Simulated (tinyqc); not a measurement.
Inside a calculation. Method: RHF in the sto-3g basis, for NH3, spin multiplicity 1. One step of it, computed by the program tinyqc.

Question. Orthogonalisation. S = U s U^T; symmetric (Loewdin) form X = U s^(-1/2) U^T, so that X^T S X = 1.

overlap S, lower triangle:
```
           1N 1s     1N 2s     1N 2px     1N 2py     1N 2pz     2H 1s     3H 1s     4H 1s
1N 1s   1.000000
1N 2s   0.235038  1.000000
1N 2px  0.000000  0.000000   1.000000
1N 2py  0.000000  0.000000   0.000000   1.000000
1N 2pz  0.000000  0.000000   0.000000   0.000000   1.000000
2H 1s   0.037157  0.382773   0.367867   0.000000  -0.002139  1.000000
3H 1s   0.037134  0.382630  -0.183842   0.318516  -0.002138  0.103431  1.000000
4H 1s   0.037134  0.382630  -0.183842  -0.318516  -0.002138  0.103431  0.103351  1.000000
```

Give: eigenvalues of S; X.

Answer.

eigenvalues of S: 0.400  0.495  0.495  0.982  1.000  1.402  1.402  1.824

X, lower triangle:
```
         1N 1s   1N 2s  1N 2px  1N 2py  1N 2pz   2H 1s   3H 1s  4H 1s
1N 1s    1.024
1N 2s   -0.143   1.227
1N 2px   0.000   0.000   1.100
1N 2py   0.000   0.000   0.000   1.100
1N 2pz   0.000  -0.001   0.000   0.000   1.000
2H 1s    0.020  -0.225  -0.234   0.000   0.001   1.137
3H 1s    0.020  -0.225   0.117  -0.203   0.001  -0.029   1.137
4H 1s    0.020  -0.225   0.117   0.203   0.001  -0.029  -0.029  1.137
```
